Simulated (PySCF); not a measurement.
System (SMILES): Cl (HCl).
Geometry (B3LYP-D3(BJ)/def2-TZVP, fixed):
```xyz
2

Cl     0.0000     0.0000    -0.0712
H      0.0000     0.0000     1.2108
```

How fast the lowest singlet excitation energy converges with the basis for several methods (PySCF): deviation from each method's own reference, in eV. References: CAM-B3LYP 7.470 eV, the value in aug-pcseg-3; PBE 7.069 eV, the value in aug-pcseg-3; PBE0 7.532 eV, the value in aug-pcseg-3. All functions are spherical. Density fitting with generated auxiliary sets. No added dispersion term, no relativity. Tamm-Dancoff approximation, the state taken by its order.

| basis | functions | CAM-B3LYP | PBE | PBE0 |
|---|---|---|---|---|
| 6-311+G** | 36 | 0.300 | 0.405 | … |
| aug-pcseg-1 | 36 | 0.030 | 0.030 | … |
| def2-TZVP | 43 | 0.324 | 0.494 | … |
| def2-TZVPD | 55 | 0.131 | 0.220 | … |
| jun-cc-pV(T+d)Z | 62 | 0.292 | 0.447 | … |
| 6-311++G(3df,3pd) | 65 | 0.027 | 0.060 | … |
| aug-pcseg-2 | 73 | 0.018 | 0.020 | … |
| pcseg-3 | 97 | 0.096 | 0.175 | … |
| def2-QZVPP | 100 | 0.175 | 0.301 | … |
| aug-cc-pV(Q+d)Z | 135 | 0.008 | 0.009 | … |
| cc-pV(5+d)Z | 155 | 0.134 | 0.241 | … |
| aug-cc-pV(5+d)Z | 216 | 0.003 | 0.002 | … |

**Question.** What belongs in the gaps?

**Answer.** 
- 6-311+G**, PBE0: 0.328
- aug-pcseg-1, PBE0: 0.045
- def2-TZVP, PBE0: 0.374
- def2-TZVPD, PBE0: 0.157
- jun-cc-pV(T+d)Z, PBE0: 0.330
- 6-311++G(3df,3pd), PBE0: 0.037
- aug-pcseg-2, PBE0: 0.021
- pcseg-3, PBE0: 0.121
- def2-QZVPP, PBE0: 0.211
- aug-cc-pV(Q+d)Z, PBE0: 0.009
- cc-pV(5+d)Z, PBE0: 0.163
- aug-cc-pV(5+d)Z, PBE0: 0.003

Mean absolute deviation over 6-311+G**, def2-TZVP, def2-TZVPD, jun-cc-pV(T+d)Z, 6-311++G(3df,3pd), aug-pcseg-2: CAM-B3LYP 0.182, PBE0 0.208, PBE 0.274 eV.
